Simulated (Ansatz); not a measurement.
CaB6-type CaB₆: PBE at its full settings (plane-wave cutoff 520 eV, 8×8×8 k mesh, Fermi–Dirac smearing 0.01 eV, scalar-relativistic PAW data made under PBE) and at cheaper ones, in a cell of 7 atoms with Γ-centred meshes.

| level and setting | equilibrium lattice constant a (Å) | bulk modulus (GPa) |
|---|---|---|
| PBE (Ansatz) | 4.148 | 150 |
| PBE (300 eV cutoff) (Ansatz) | 4.146 | 149 |
| PBE (Γ point alone) (Ansatz) | 4.371 | 89.3 |
| PBE (2×2×2 k mesh) (Ansatz) | 4.130 | 155 |
| PBE (4×4×4 k mesh) (Ansatz) | 4.144 | 150 |
| PBE (4×4×4 k mesh and 300 eV cutoff) (Ansatz) | 4.143 | 158 |
| PBE (6×6×6 k mesh) (Ansatz) | 4.147 | 150 |
| PBE (Fermi-Dirac smearing of 0.3 eV) (Ansatz) | 4.146 | 150 |

Largest shifts from the full settings: lattice constant a +5.38 % (PBE (Γ point alone)), against a difference of -0.07 % of the full result from the reference 4.151 Å (measured, temperature not stated, no zero-point or thermal correction; as tabulated in Singh (2010), arXiv:1009.1807); bulk modulus -40 % (PBE (Γ point alone)), against a difference of -11.8 % of the full result from the reference 170 ± 5 GPa (measured, room temperature, not corrected to a static lattice; as tabulated in Structural stability and vibrational characteristics of CaB6 under high …).

The full settings aren't shown to be converged themselves.

Caveats: the gap of the solid is closed in this run (PBE). Ansatz's density-functional and Hartree–Fock values are scalar-relativistic unless marked +SOC, with PAW data made under PBE.

Run with cheap settings on purpose, which may leave them unconverged: PBE (2×2×2 k mesh), PBE (300 eV cutoff), PBE (4×4×4 k mesh and 300 eV cutoff), PBE (4×4×4 k mesh), PBE (6×6×6 k mesh), PBE (Fermi-Dirac smearing of 0.3 eV), PBE (Γ point alone).

Ansatz is a first-principles code.
